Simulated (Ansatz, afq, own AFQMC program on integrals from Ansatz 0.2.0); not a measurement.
# BNH2, triplet in cc-pVDZ, levels against CCSDT(Q)

```xyz
4

B     0.0000    0.0417    0.7668
N     0.0000   -0.1332   -0.5976
H     0.0000    0.9889    1.5284
H     0.0000    0.4155   -1.4481
```

Connectivity, by distances: BH–NH.

Basis cc-pVDZ. Only valence electrons are correlated. Integrals, coupled cluster, full CI and functionals: Ansatz 0.2.0; the random walks run on the same integrals in our own AFQMC program. ph-AFQMC/CISD is guided by a CISD state made of CCSD amplitudes; releasing the constraint for a short imaginary time cuts its bias at the price of noise, slowly where states lie close. Free AFQMC starts from the CCSD state and is never constrained. Its projection time is finite, and what remains of the start isn't in its error. Uncertainties: one standard error, sampling alone.

Determinant: UHF, the one that the program's search chose, which needn't be the lowest solution. The geometry is a point of a scan.

No full CI on the walks' own integrals is used here; CCSDT(Q) serves as the reference and is uncertain by about the last step of the cluster series.

Cautions: lower spins were not checked.

```
T1 diagnostic                               : 0.0217
weight of the determinant in the CISD state : 0.900
⟨S²⟩ of the determinant                     : 2.007
size of the correlated space                : 10 electrons in 36 orbitals
```

```csv
level,correlation energy (eV)
MP2,-5.3149
CCSD,-6.1106
CCSD(T),-6.2794
```

**Question.** Estimate where free-projection AFQMC lies against CCSD(T) on the same integrals.

**Answer.** 0.93 ± 0.28 kcal/mol below CCSD(T).

Reference: CCSDT(Q), correlation energy -6.333 eV. The released energy is read at 2.40 1/Eh (meV from the phaseless value at times in 1/Eh: -15 ± 9 at 0.24, -11 ± 9 at 0.51, -1 ± 10 at 0.99, 11 ± 14 at 1.62, -23 ± 16 at 2.40).

```csv
level,E − E(reference) (kcal/mol),share of correlation (%)
CCSD(T),1.23,99.16
CCSDT,0.31,99.79
ph-AFQMC/HF,-0.87 ± 1.18,100.60
ph-AFQMC/CISD,-0.04 ± 0.25,100.03
released AFQMC,-0.56 ± 0.36,100.38
free AFQMC,0.30 ± 0.28,99.80
```

Free projections are given only where their last times agree within the noise and don't stop above the reference; a slow remainder of the start can still hide under it. A walk keeps the symmetry of its determinant, which the program's search chose and which needn't be the lowest solution, so a lower state of the same spin and another symmetry isn't excluded. Released energies are given only where the last usable release times agree within the noise; a slower fall can still hide under it.
